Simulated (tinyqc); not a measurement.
Worked calculation (part 1 of 2): MP2 on RHF in the sto-6g basis, for NH3, spin multiplicity 1. Computed by tinyqc, a small Python program that keeps every step (integrals from PySCF). Settings: charge = 0, multiplicity = 1, basis = sto-6g, method = RHF, energy threshold = 1e-10, iteration cap = 68, orthogonalisation = canonical, start = Wolfsberg-Helmholz matrix, DIIS depth = 6. Command: `OMP_NUM_THREADS=1 python tinyqc.py 21363 21364 out.jsonl` (the two numbers bound the seeds that draw the settings). One thread of a shared host (Intel(R) Xeon(R) Processor @ 2.60GHz), about 0.3 s of CPU time with the checks. The early iterations of the SCF are left out here.

## One-electron integrals

Geometry (angstrom):
```
atom          x          y         z
N      0.000000   0.000000  0.091000
H      1.084000   0.000000  0.000000
H     -0.542000   0.939000  0.000000
H     -0.542000  -0.939000  0.000000
```

Basis sto-6g: exponents (1/bohr^2) and contraction coefficients of normalised primitives:
```
element  l (shell)     exponent  coefficient
N            s (1)  1027.828458     0.009164
N            s (1)   188.451223     0.049361
N            s (1)    52.721861     0.168538
N            s (1)    18.111382     0.370563
N            s (1)     7.033180     0.416492
N            s (1)     2.896652     0.130334
N            s (2)    39.198808    -0.013253
N            s (2)     7.758467    -0.046992
N            s (2)     2.411326    -0.033785
N            s (2)     0.927724     0.250242
N            s (2)     0.402911     0.595117
N            s (2)     0.184684     0.240706
N            p (3)    39.198808     0.003760
N            p (3)     7.758467     0.037679
N            p (3)     2.411326     0.173897
N            p (3)     0.927724     0.418036
N            p (3)     0.402911     0.425860
N            p (3)     0.184684     0.101708
H            s (1)    35.523221     0.009164
H            s (1)     6.513144     0.049361
H            s (1)     1.822143     0.168538
H            s (1)     0.625955     0.370563
H            s (1)     0.243077     0.416492
H            s (1)     0.100112     0.130334
```

Overlap, kinetic and nuclear-attraction integrals over the contracted functions; the nuclear repulsion is the sum of Za Zb / Rab.

nuclear repulsion = 11.05985441 hartree

overlap S, order 1N 1s, 1N 2s, 1N 2px, 1N 2py, 1N 2pz, 2H 1s, 3H 1s, 4H 1s:
$$\begin{pmatrix}
1.000000 & 0.229416 & 0.000000 & 0.000000 & 0.000000 & 0.050646 & 0.050623 & 0.050623 \\
0.229416 & 1.000000 & 0.000000 & 0.000000 & 0.000000 & 0.449969 & 0.449852 & 0.449852 \\
0.000000 & 0.000000 & 1.000000 & 0.000000 & 0.000000 & 0.410883 & -0.205368 & -0.205368 \\
0.000000 & 0.000000 & 0.000000 & 1.000000 & 0.000000 & 0.000000 & 0.355794 & -0.355794 \\
0.000000 & 0.000000 & 0.000000 & 0.000000 & 1.000000 & -0.034493 & -0.034481 & -0.034481 \\
0.050646 & 0.449969 & 0.410883 & 0.000000 & -0.034493 & 1.000000 & 0.145539 & 0.145539 \\
0.050623 & 0.449852 & -0.205368 & 0.355794 & -0.034481 & 0.145539 & 1.000000 & 0.145461 \\
0.050623 & 0.449852 & -0.205368 & -0.355794 & -0.034481 & 0.145539 & 0.145461 & 1.000000
\end{pmatrix}$$

kinetic energy T (hartree), order 1N 1s, 1N 2s, 1N 2px, 1N 2py, 1N 2pz, 2H 1s, 3H 1s, 4H 1s:
$$\begin{pmatrix}
22.236411 & -0.678745 & 0.000000 & 0.000000 & 0.000000 & -0.006555 & -0.006559 & -0.006559 \\
-0.678745 & 0.632900 & 0.000000 & 0.000000 & 0.000000 & 0.093805 & 0.093736 & 0.093736 \\
0.000000 & 0.000000 & 1.901294 & 0.000000 & 0.000000 & 0.232869 & -0.116353 & -0.116353 \\
0.000000 & 0.000000 & 0.000000 & 1.901294 & 0.000000 & 0.000000 & 0.201578 & -0.201578 \\
0.000000 & 0.000000 & 0.000000 & 0.000000 & 1.901294 & -0.019549 & -0.019535 & -0.019535 \\
-0.006555 & 0.093805 & 0.232869 & 0.000000 & -0.019549 & 0.768522 & -0.009929 & -0.009929 \\
-0.006559 & 0.093736 & -0.116353 & 0.201578 & -0.019535 & -0.009929 & 0.768522 & -0.009936 \\
-0.006559 & 0.093736 & -0.116353 & -0.201578 & -0.019535 & -0.009929 & -0.009936 & 0.768522
\end{pmatrix}$$

nuclear attraction V (hartree), order 1N 1s, 1N 2s, 1N 2px, 1N 2py, 1N 2pz, 2H 1s, 3H 1s, 4H 1s:
$$\begin{pmatrix}
-48.132681 & -4.981820 & -0.000008 & 0.000000 & 0.003640 & -1.251575 & -1.251001 & -1.251001 \\
-4.981820 & -8.263036 & -0.000077 & 0.000000 & 0.040731 & -3.014387 & -3.013402 & -3.013402 \\
-0.000008 & -0.000077 & -8.317760 & 0.000000 & 0.000007 & -2.507809 & 1.253332 & 1.253332 \\
0.000000 & 0.000000 & 0.000000 & -8.317758 & 0.000000 & 0.000000 & -2.171400 & 2.171400 \\
0.003640 & 0.040731 & 0.000007 & 0.000000 & -8.152664 & 0.220388 & 0.220293 & 0.220293 \\
-1.251575 & -3.014387 & -2.507809 & 0.000000 & 0.220388 & -5.134166 & -0.839211 & -0.839211 \\
-1.251001 & -3.013402 & 1.253332 & -2.171400 & 0.220293 & -0.839211 & -5.133570 & -0.838746 \\
-1.251001 & -3.013402 & 1.253332 & 2.171400 & 0.220293 & -0.839211 & -0.838746 & -5.133570
\end{pmatrix}$$

core Hamiltonian H = T + V (hartree), order 1N 1s, 1N 2s, 1N 2px, 1N 2py, 1N 2pz, 2H 1s, 3H 1s, 4H 1s:
$$\begin{pmatrix}
-25.896270 & -5.660565 & -0.000008 & 0.000000 & 0.003640 & -1.258130 & -1.257560 & -1.257560 \\
-5.660565 & -7.630136 & -0.000077 & 0.000000 & 0.040731 & -2.920582 & -2.919666 & -2.919666 \\
-0.000008 & -0.000077 & -6.416466 & 0.000000 & 0.000007 & -2.274940 & 1.136978 & 1.136978 \\
0.000000 & 0.000000 & 0.000000 & -6.416463 & 0.000000 & 0.000000 & -1.969821 & 1.969821 \\
0.003640 & 0.040731 & 0.000007 & 0.000000 & -6.251370 & 0.200839 & 0.200757 & 0.200757 \\
-1.258130 & -2.920582 & -2.274940 & 0.000000 & 0.200839 & -4.365644 & -0.849140 & -0.849140 \\
-1.257560 & -2.919666 & 1.136978 & -1.969821 & 0.200757 & -0.849140 & -4.365048 & -0.848682 \\
-1.257560 & -2.919666 & 1.136978 & 1.969821 & 0.200757 & -0.849140 & -0.848682 & -4.365048
\end{pmatrix}$$

## Two-electron integrals

Functions are numbered as in S; the eight-fold symmetry (ij|kl) = (ji|kl) = (kl|ij) leaves the list below.

Two-electron integrals (ij|kl) in chemists' order, unique and non-zero (hartree):
```
(11|11) 4.168742    (21|11) 0.583648    (21|21) 0.104114    (22|11) 0.968487
(22|21) 0.214450    (22|22) 0.708398    (31|31) 0.022075    (32|31) 0.033611
(32|32) 0.156576    (33|11) 0.968488    (33|21) 0.214450    (33|22) 0.708398
(33|33) 0.763241    (41|41) 0.022075    (42|41) 0.033611    (42|42) 0.156576
(43|43) 0.041133    (44|11) 0.968488    (44|21) 0.214450    (44|22) 0.708398
(44|33) 0.680975    (44|44) 0.763241    (51|51) 0.022075    (52|51) 0.033611
(52|52) 0.156576    (53|53) 0.041133    (54|54) 0.041133    (55|11) 0.968488
(55|21) 0.214450    (55|22) 0.708398    (55|33) 0.680975    (55|44) 0.680975
(55|55) 0.763241    (61|11) 0.137230    (61|21) 0.023471    (61|22) 0.047315
(61|31) 0.001312    (61|32) 0.002567    (61|33) 0.047575    (61|44) 0.047184
(61|51) -0.000110   (61|52) -0.000215   (61|53) -0.000033   (61|55) 0.047187
(61|61) 0.005413    (62|11) 0.330259    (62|21) 0.074120    (62|22) 0.270039
(62|31) 0.006627    (62|32) 0.048429    (62|33) 0.280749    (62|44) 0.264628
(62|51) -0.000556   (62|52) -0.004066   (62|53) -0.001353   (62|55) 0.264741
(62|61) 0.016943    (62|62) 0.131348    (63|11) 0.259742    (63|21) 0.059104
(63|22) 0.228961    (63|31) 0.012646    (63|32) 0.083223    (63|33) 0.250669
(63|44) 0.218061    (63|51) -0.000385   (63|52) -0.003213   (63|53) -0.001919
(63|55) 0.218153    (63|61) 0.014134    (63|62) 0.133801    (63|63) 0.151557
(64|41) 0.008061    (64|42) 0.044949    (64|43) 0.009748    (64|54) -0.000818
(64|64) 0.017349    (65|11) -0.021805   (65|21) -0.004962   (65|22) -0.019221
(65|31) -0.000385   (65|32) -0.003213   (65|33) -0.019407   (65|44) -0.018306
(65|51) 0.008093    (65|52) 0.045218    (65|53) 0.009840    (65|55) -0.019950
(65|61) -0.001187   (65|62) -0.011232   (65|63) -0.011266   (65|65) 0.018295
(66|11) 0.475375    (66|21) 0.108656    (66|22) 0.450911    (66|31) 0.012470
(66|32) 0.122986    (66|33) 0.492529    (66|44) 0.429881    (66|51) -0.001047
(66|52) -0.010324   (66|53) -0.005259   (66|55) 0.430323    (66|61) 0.025163
(66|62) 0.277166    (66|63) 0.316709    (66|65) -0.026587   (66|66) 0.774999
(71|11) 0.137167    (71|21) 0.023460    (71|22) 0.047294    (71|31) -0.000655
(71|32) -0.001283   (71|33) 0.047260    (71|41) 0.001136    (71|42) 0.002222
(71|43) -0.000169   (71|44) 0.047456    (71|51) -0.000110   (71|52) -0.000215
(71|53) 0.000016    (71|54) -0.000028   (71|55) 0.047166    (71|61) 0.005285
(71|62) 0.016078    (71|63) 0.012520    (71|64) 0.000520    (71|65) -0.001127
(71|66) 0.023436    (71|71) 0.005408    (72|11) 0.330151    (72|21) 0.074096
(72|22) 0.269957    (72|31) -0.003312   (72|32) -0.024204   (72|33) 0.268574
(72|41) 0.005738    (72|42) 0.041933    (72|43) -0.006978   (72|44) 0.276636
(72|51) -0.000556   (72|52) -0.004064   (72|53) 0.000676    (72|54) -0.001172
(72|55) 0.264660    (72|61) 0.016080    (72|62) 0.098034    (72|63) 0.077263
(72|64) 0.011365    (72|65) -0.008138   (72|66) 0.163136    (72|71) 0.016930
(72|72) 0.131275    (73|11) -0.129814   (73|21) -0.029539   (73|22) -0.114433
(73|31) 0.009204    (73|32) 0.054496    (73|33) -0.120366   (73|41) -0.001985
(73|42) -0.016568   (73|43) 0.011277    (73|44) -0.113901   (73|51) 0.000192
(73|52) 0.001606    (73|53) -0.001093   (73|54) 0.000476    (73|55) -0.109031
(73|61) -0.005810   (73|62) -0.028786   (73|63) -0.011308   (73|64) -0.002481
(73|65) 0.002340    (73|66) -0.037630   (73|71) -0.007061   (73|72) -0.066856
(73|73) 0.050864    (74|11) 0.224900    (74|21) 0.051176    (74|22) 0.198252
(74|31) -0.001985   (74|32) -0.016568   (74|33) 0.191652    (74|41) 0.011496
(74|42) 0.073636    (74|43) -0.009788   (74|44) 0.214211    (74|51) -0.000333
(74|52) -0.002782   (74|53) 0.000476    (74|54) -0.001643   (74|55) 0.188894
(74|61) 0.011106    (74|62) 0.072602    (74|63) 0.056840    (74|64) 0.020070
(74|65) -0.005906   (74|66) 0.121690    (74|71) 0.012233    (74|72) 0.115826
(74|73) -0.058082   (74|74) 0.117964    (75|11) -0.021795   (75|21) -0.004960
(75|22) -0.019213   (75|31) 0.000192    (75|32) 0.001606    (75|33) -0.018573
(75|41) -0.000333   (75|42) -0.002782   (75|43) 0.000476    (75|44) -0.019124
(75|51) 0.008090    (75|52) 0.045202    (75|53) -0.004918   (75|54) 0.008520
(75|55) -0.019942   (75|61) -0.001127   (75|62) -0.008138   (75|63) -0.006284
(75|64) -0.000926   (75|65) 0.012927    (75|66) -0.014531   (75|71) -0.001185
(75|72) -0.011225   (75|73) 0.005629    (75|74) -0.009752   (75|75) 0.018283
(76|11) 0.089357    (76|21) 0.020155    (76|22) 0.077138    (76|31) 0.000747
(76|32) 0.006013    (76|33) 0.077725    (76|41) 0.001294    (76|42) 0.010415
(76|43) 0.000408    (76|44) 0.078197    (76|51) -0.000251   (76|52) -0.002019
(76|53) -0.000254   (76|54) -0.000440   (76|55) 0.075491    (76|61) 0.004516
(76|62) 0.034574    (76|63) 0.032700    (76|64) 0.003701    (76|65) -0.003283
(76|66) 0.069977    (76|71) 0.004514    (76|72) 0.034565    (76|73) -0.013141
(76|74) 0.030166    (76|75) -0.003282   (76|76) 0.011041    (77|11) 0.475297
(77|21) 0.108639    (77|22) 0.450852    (77|31) -0.006232   (77|32) -0.061472
(77|33) 0.445479    (77|41) 0.010797    (77|42) 0.106498    (77|43) -0.027119
(77|44) 0.476809    (77|51) -0.001046   (77|52) -0.010321   (77|53) 0.002628
(77|54) -0.004553   (77|55) 0.430267    (77|61) 0.023443    (77|62) 0.163166
(77|63) 0.124217    (77|64) 0.028249    (77|65) -0.014534   (77|66) 0.280309
(77|71) 0.025148    (77|72) 0.277076    (77|73) -0.158284   (77|74) 0.274223
(77|75) -0.026575   (77|76) 0.069977    (77|77) 0.774999    (81|11) 0.137167
(81|21) 0.023460    (81|22) 0.047294    (81|31) -0.000655   (81|32) -0.001283
(81|33) 0.047260    (81|41) -0.001136   (81|42) -0.002222   (81|43) 0.000169
(81|44) 0.047456    (81|51) -0.000110   (81|52) -0.000215   (81|53) 0.000016
(81|54) 0.000028    (81|55) 0.047166    (81|61) 0.005285    (81|62) 0.016078
(81|63) 0.012520    (81|64) -0.000520   (81|65) -0.001127   (81|66) 0.023436
(81|71) 0.005282    (81|72) 0.016072    (81|73) -0.006707   (81|74) 0.010581
(81|75) -0.001126   (81|76) 0.004327    (81|77) 0.023432    (81|81) 0.005408
(82|11) 0.330151    (82|21) 0.074096    (82|22) 0.269957    (82|31) -0.003312
(82|32) -0.024204   (82|33) 0.268574    (82|41) -0.005738   (82|42) -0.041933
(82|43) 0.006978    (82|44) 0.276636    (82|51) -0.000556   (82|52) -0.004064
(82|53) 0.000676    (82|54) 0.001172    (82|55) 0.264660    (82|61) 0.016080
(82|62) 0.098034    (82|63) 0.077263    (82|64) -0.011365   (82|65) -0.008138
(82|66) 0.163136    (82|71) 0.016072    (82|72) 0.098000    (82|73) -0.048450
(82|74) 0.061218    (82|75) -0.008135   (82|76) 0.027020    (82|77) 0.163108
(82|81) 0.016930    (82|82) 0.131275    (83|11) -0.129814   (83|21) -0.029539
(83|22) -0.114433   (83|31) 0.009204    (83|32) 0.054496    (83|33) -0.120366
(83|41) 0.001985    (83|42) 0.016568    (83|43) -0.011277   (83|44) -0.113901
(83|51) 0.000192    (83|52) 0.001606    (83|53) -0.001093   (83|54) -0.000476
(83|55) -0.109031   (83|61) -0.005810   (83|62) -0.028786   (83|63) -0.011308
(83|64) 0.002481    (83|65) 0.002340    (83|66) -0.037630   (83|71) -0.006707
(83|72) -0.048450   (83|73) 0.035739    (83|74) -0.029647   (83|75) 0.003942
(83|76) -0.010138   (83|77) -0.086528   (83|81) -0.007061   (83|82) -0.066856
(83|83) 0.050864    (84|11) -0.224900   (84|21) -0.051176   (84|22) -0.198252
(84|31) 0.001985    (84|32) 0.016568    (84|33) -0.191652   (84|41) 0.011496
(84|42) 0.073636    (84|43) -0.009788   (84|44) -0.214211   (84|51) 0.000333
(84|52) 0.002782    (84|53) -0.000476   (84|54) -0.001643   (84|55) -0.188894
(84|61) -0.011106   (84|62) -0.072602   (84|63) -0.056840   (84|64) 0.020070
(84|65) 0.005906    (84|66) -0.121690   (84|71) -0.010581   (84|72) -0.061218
(84|73) 0.029647    (84|74) -0.027005   (84|75) 0.004978    (84|76) -0.017565
(84|77) -0.093434   (84|81) -0.012233   (84|82) -0.115826   (84|83) 0.058082
(84|84) 0.117964    (85|11) -0.021795   (85|21) -0.004960   (85|22) -0.019213
(85|31) 0.000192    (85|32) 0.001606    (85|33) -0.018573   (85|41) 0.000333
(85|42) 0.002782    (85|43) -0.000476   (85|44) -0.019124   (85|51) 0.008090
(85|52) 0.045202    (85|53) -0.004918   (85|54) -0.008520   (85|55) -0.019942
(85|61) -0.001127   (85|62) -0.008138   (85|63) -0.006284   (85|64) 0.000926
(85|65) 0.012927    (85|66) -0.014531   (85|71) -0.001126   (85|72) -0.008135
(85|73) 0.003942    (85|74) -0.004978   (85|75) 0.012922    (85|76) -0.002486
(85|77) -0.014528   (85|81) -0.001185   (85|82) -0.011225   (85|83) 0.005629
(85|84) 0.009752    (85|85) 0.018283    (86|11) 0.089357    (86|21) 0.020155
(86|22) 0.077138    (86|31) 0.000747    (86|32) 0.006013    (86|33) 0.077725
(86|41) -0.001294   (86|42) -0.010415   (86|43) -0.000408   (86|44) 0.078197
(86|51) -0.000251   (86|52) -0.002019   (86|53) -0.000254   (86|54) 0.000440
(86|55) 0.075491    (86|61) 0.004516    (86|62) 0.034574    (86|63) 0.032700
(86|64) -0.003701   (86|65) -0.003283   (86|66) 0.069977    (86|71) 0.004327
(86|72) 0.027020    (86|73) -0.010138   (86|74) 0.017565    (86|75) -0.002486
(86|76) 0.008881    (86|77) 0.044950    (86|81) 0.004514    (86|82) 0.034565
(86|83) -0.013141   (86|84) -0.030166   (86|85) -0.003282   (86|86) 0.011041
(87|11) 0.089308    (87|21) 0.020144    (87|22) 0.077096    (87|31) -0.001493
(87|32) -0.012017   (87|33) 0.078388    (87|44) 0.077448    (87|51) -0.000251
(87|52) -0.002018   (87|53) 0.000508    (87|55) 0.075451    (87|61) 0.004327
(87|62) 0.027014    (87|63) 0.020275    (87|65) -0.002486   (87|66) 0.044932
(87|71) 0.004511    (87|72) 0.034545    (87|73) -0.019536   (87|74) 0.026451
(87|75) -0.003280   (87|76) 0.008877    (87|77) 0.069933    (87|81) 0.004511
(87|82) 0.034545    (87|83) -0.019536   (87|84) -0.026451   (87|85) -0.003280
(87|86) 0.008877    (87|87) 0.011028    (88|11) 0.475297    (88|21) 0.108639
(88|22) 0.450852    (88|31) -0.006232   (88|32) -0.061472   (88|33) 0.445479
(88|41) -0.010797   (88|42) -0.106498   (88|43) 0.027119    (88|44) 0.476809
(88|51) -0.001046   (88|52) -0.010321   (88|53) 0.002628    (88|54) 0.004553
(88|55) 0.430267    (88|61) 0.023443    (88|62) 0.163166    (88|63) 0.124217
(88|64) -0.028249   (88|65) -0.014534   (88|66) 0.280309    (88|71) 0.023432
(88|72) 0.163108    (88|73) -0.086528   (88|74) 0.093434    (88|75) -0.014528
(88|76) 0.044950    (88|77) 0.280260    (88|81) 0.025148    (88|82) 0.277076
(88|83) -0.158284   (88|84) -0.274223   (88|85) -0.026575   (88|86) 0.069977
(88|87) 0.069933    (88|88) 0.774999
```

## Orthogonalisation

S = U s U^T; canonical form X = U s^(-1/2), so that X^T S X = 1. Each column of U has its largest component positive (the first on a tie).

eigenvalues of S: [0.328212, 0.418814, 0.418871, 0.967081, 1.008601, 1.435621, 1.435668, 1.987132]

X, order 1N 1s, 1N 2s, 1N 2px, 1N 2py, 1N 2pz, 2H 1s, 3H 1s, 4H 1s:
$$\begin{pmatrix}
-0.319813 & 0.000284 & 0.000000 & 0.868882 & 0.434936 & -0.000056 & 0.000000 & 0.151370 \\
1.343124 & -0.000904 & 0.000000 & -0.027335 & 0.064980 & -0.000109 & 0.000000 & 0.450300 \\
0.000895 & 1.011404 & 0.000000 & -0.000008 & 0.000005 & 0.630984 & 0.000000 & 0.000097 \\
0.000000 & 0.000000 & 1.011394 & 0.000000 & 0.000000 & 0.000000 & 0.630946 & 0.000000 \\
-0.094581 & 0.000055 & 0.000000 & -0.462048 & 0.884232 & 0.000003 & 0.000000 & -0.031819 \\
-0.614996 & -0.953430 & 0.000000 & -0.146989 & -0.073498 & 0.445972 & 0.000000 & 0.303695 \\
-0.613753 & 0.477351 & -0.825969 & -0.147042 & -0.073525 & -0.223082 & 0.386295 & 0.303572 \\
-0.613753 & 0.477351 & 0.825969 & -0.147042 & -0.073525 & -0.223082 & -0.386295 & 0.303572
\end{pmatrix}$$
